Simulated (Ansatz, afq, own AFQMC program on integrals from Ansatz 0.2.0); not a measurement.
**C2H6GeO2, triplet: AFQMC among the cluster methods**

```yaml
atoms:
  - { symbol: C, position_ang: [-0.0906, -1.5870, 1.2232] }
  - { symbol: C, position_ang: [-0.2967, -0.5747, 0.1348] }
  - { symbol: O, position_ang: [-1.1254, -0.6608, -0.7425] }
  - { symbol: O, position_ang: [0.5349, 0.4590, 0.2176] }
  - { symbol: Ge, position_ang: [0.2926, 1.7083, -1.1125] }
  - { symbol: H, position_ang: [-0.7999, -2.4135, 1.1057] }
  - { symbol: H, position_ang: [0.9422, -1.9634, 1.1867] }
  - { symbol: H, position_ang: [-0.2238, -1.1073, 2.2039] }
  - { symbol: H, position_ang: [-1.1156, 2.2973, -0.9935] }
  - { symbol: H, position_ang: [1.3734, 2.7303, -0.7349] }
  - { symbol: H, position_ang: [0.5741, 1.0547, -2.4681] }
```

Basis def2-SVP. Only valence electrons are correlated. Integrals, coupled cluster, full CI and functionals: Ansatz 0.2.0; the random walks run on the same integrals in our own AFQMC program. The CISD trial takes its coefficients from CCSD amplitudes. Released means that phaseless walkers are propagated on without the constraint, phases kept. ± is one standard error of the sampling. No spin–orbit coupling.

Determinant: UHF, the one that the program's search chose, which needn't be the lowest solution. The geometry is a PBE0/def2-SVP stationary point of this or a neighbouring charge and spin state.

No full CI on the walks' own integrals is used here. The released AFQMC energy serves as the reference, which it does only where one determinant dominates, the energy is flat over the last release times and near the phaseless one (40 meV or 2 meV an electron, half that with transition metals). On small molecules, where full CI could be run and the noise was under 10 meV, such values lay within 10 meV of it in 19 cases of 20, a flattering rate, since the rule was set on those same cases; what remains of the bias isn't in the error bar.

Cautions: no relativity below Rb; no spin-orbit coupling; inner d shell frozen; another spin lies lower (by 5.78 eV); the released value is read at 0.60 1/Eh with a noise of 20 meV, more than in the cases checked (meV from the phaseless value at times in 1/Eh: -12 ± 13 at 0.20, -42 ± 19 at 0.40, -46 ± 20 at 0.60).

* T1 diagnostic: 0.0203
* weight of the determinant in the CISD state: 0.776
* ⟨S²⟩ of the determinant: 2.017
* size of the correlated space: 30 electrons in 100 orbitals

Reference: AFQMC with the constraint released, correlation energy -20.743 ± 0.020 eV.

```json
{"level": "HF", "E − E(reference) (kJ/mol)": "2001.4 ± 1.9", "share of correlation (%)": "0.00"}
{"level": "MP2", "E − E(reference) (kJ/mol)": "221.4 ± 1.9", "share of correlation (%)": "88.94"}
{"level": "CCSD", "E − E(reference) (kJ/mol)": "63.0 ± 1.9", "share of correlation (%)": "96.85"}
{"level": "CCSD(T)", "E − E(reference) (kJ/mol)": "10.6 ± 1.9", "share of correlation (%)": "99.47"}
{"level": "ph-AFQMC/CISD", "E − E(reference) (kJ/mol)": "4.4 ± 2.2", "share of correlation (%)": "99.78"}
```

Released energies are given only where the last usable release times agree within the noise; a slower fall can still hide under it.
